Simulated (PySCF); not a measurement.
## An excited-state table with gaps

1,3,4-hexatriene, C₆H₈.
SMILES with atom numbers: `[CH2:1]=[CH:2][CH:3]=[C:4]=[CH:5][CH3:6]` (hydrogens: H7, H8 on C1; H9 on C2; H10 on C3; H11 on C5; H12, H13, H14 on C6)

Method: TDDFT wB97X-D/def2-SVPD, vertical, gas phase, core orbitals frozen in the response (PySCF 2.14.0, density-fitted response routines). Geometry: PBE0-D3(BJ)/def2-SVP, one conformer, isolated molecule. Torsions of this conformer, `[CH2:1]=[CH:2][CH:3]=[C:4]=[CH:5][CH3:6]`: C1–C2–C3–C4 180°.

Orbital energies (eV): HOMO-3 -12.11, HOMO-2 -11.17, HOMO-1 -9.22, HOMO -8.35, LUMO 1.04, LUMO+1 2.20, LUMO+2 2.54.

Lowest singlets, with some entries withheld (?).

```
state  E (eV)       f  main configurations (H = HOMO, L = LUMO)
   S1    5.38  0.0002                               H-1→L (84%)
   S2    5.76  0.0001                   H→L+1 (80%), H-1→L (8%)
   S3    5.86   0.934                                 H→L (97%)
   S4       ?  0.0070                  H→L+2 (65%), H→L+3 (17%)
   S5       ?   0.192   H-1→L+1 (51%), H→L+3 (16%), H→L+6 (10%)
   S6       ?   0.018    H-1→L+2 (39%), H→L+3 (26%), H→L+6 (9%)
```

Supply the missing values.

- S4: E = 6.87 eV
- S5: E = 7.31 eV
- S6: E = 7.37 eV

How far apart are S3 and S4, in eV and cm⁻¹?

6.869 − 5.864 = 1.005 eV, or about 8100 cm⁻¹.

What is the mean static polarisability from the same response equations?

85.3 au (12.65 Å³), with principal values 54.8, 59.1 and 142.1 au.
